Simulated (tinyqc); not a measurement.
Stretching all distances: RHF, UHF, MP2, CISD and CCSD against full CI in the sto-6g basis, for CH2, spin multiplicity 1. Computed by the program tinyqc with PySCF. 

Geometry (angstrom):
```
atom       x        y       z
C     0.0000   0.0000  0.0000
H     0.0000   0.8470  0.5760
H     0.0000  -0.8750  0.5950
```

All coordinates are multiplied by the scale. c0^2 is the weight of the RHF determinant in the lowest singlet FCI state (UHF is spin-contaminated and may lie near states of higher spin) and n(LUMO) the first natural occupation beyond the occupied space.

Full CI energy (hartree) and errors against it (kcal/mol):
```
scale  distance 1-2 (angstrom)     E(FCI)      RHF     UHF     MP2    CISD    CCSD  <S^2> UHF   c0^2  n(LUMO)
0.940                    0.963  -38.76469   32.323   7.154  13.966   1.584   0.346      0.849  0.915    0.143
1.120                    1.147  -38.80653   41.101  21.400  17.011   2.113   0.370      0.788  0.919    0.107
1.310                    1.342  -38.76902   55.726  40.798  22.999   3.445   0.448      0.723  0.901    0.082
1.500                    1.536  -38.70850   76.909  63.983  32.256   6.356   0.541      0.904  0.854    0.129
1.680                    1.721  -38.65307  103.246  62.663  43.787  11.502   0.529      1.404  0.778    0.226
1.860                    1.905  -38.60825  134.857  47.277  56.869  19.529  -0.080      1.587  0.678    0.353
2.050                    2.100  -38.57515  172.037  32.278  70.383  30.713  -2.727      1.787  0.558    0.507
```

UHF lies below RHF over the whole range. The weight c0^2 goes from 0.92 to 0.56 and n(LUMO) from 0.14 to 0.51: static correlation grows as the bonds break into open-shell fragments. The spread of the error along the curve, which distorts its shape, is CCSD 3.3, CISD 29.1, MP2 56.4, UHF 56.8, RHF 139.7 kcal/mol. Below FCI somewhere: CCSD, as non-variational methods may be.
